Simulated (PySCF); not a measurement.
Gas-phase reaction: 2 CF3 + F2 = 2 CF4

Computed with PySCF and rigid-rotor harmonic-oscillator thermochemistry at 1 bar. 'Table' is the NASA 1993 thermochemical table (part measured, part estimated). † marks an energy on the PBE0/def2-TZVP geometry and frequencies. CCSD(T) freezes the core. Open shells (unrestricted): CF3 (multiplicity 2); the rest are closed-shell singlets. CCSD(T) isn't extrapolated to the basis-set limit. The table's entry may be an old estimate for CF3 (not checked at source).

CCSD(T)/def2-TZVPP† gives ΔH°(298 K) = -930.4 kJ.

Question: What does r2SCAN/def2-TZVP† give, and where does the table lie?

Answer: r2SCAN/def2-TZVP†: -897.0 kJ. Table: -925.6 kJ.
